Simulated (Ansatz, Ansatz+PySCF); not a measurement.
| atom | x (Å) | y (Å) | z (Å) |
| --- | --- | --- | --- |
| C | 0.6144 | 0.7207 | 0.0000 |
| C | -0.6144 | 0.7207 | 0.0000 |
| C | -0.6144 | -0.7207 | 0.0000 |
| C | 0.6144 | -0.7207 | 0.0000 |
| H | 1.3256 | 1.4290 | 0.0000 |
| H | -1.3256 | 1.4290 | 0.0000 |
| H | -1.3256 | -1.4290 | 0.0000 |
| H | 1.3256 | -1.4290 | 0.0000 |

RHF-MP2 on singlet C₄H₄ was run in several spherical basis sets with Ansatz (development build ahead of 0.2.0). Frozen core: 4 orbitals. Caution for RHF-MP2: an unrestricted determinant lies well below; in another basis set an unrestricted determinant lies well below.

Q: Rank the basis sets by the total energy that they give, lowest first, with the distance from the lowest.
A. def2-SVP
B. cc-pVDZ
C. def2-TZVP
D. 6-31G(d)

A: C (0.00 eV), B (4.38 eV), D (5.07 eV), A (7.62 eV).

Totals follow the description of the cores as much as that of the bonds, so this order isn't one of quality for chemistry.
